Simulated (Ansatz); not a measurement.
Ansatz (a first-principles code) input (B3LYP/6-31G*):

Ansatz 0.2 input:
```yaml
crystal:
  periodic: [false, false, false]
  atoms:
    - {symbol: Cl, position_ang: [-0.00000000, -0.00000000, -0.96958777]}
    - {symbol: Cl, position_ang: [0.00000000, 0.00000000, 0.96958777]}
basis:
  gaussian:
    orbitals: 6-31G*
hamiltonian:
  xc: {name: B3LYP}
total_charge: 1
magnetization: {spin_polarized: true, initial_magnetization: 1}
phonons: {temperatures: {t_min: 298.15, t_max: 298.15, t_step: 100}}
```

**Question.** Which harmonic wavenumbers does it give?

**Answer.** 610 cm⁻¹ (unscaled; negative means imaginary).
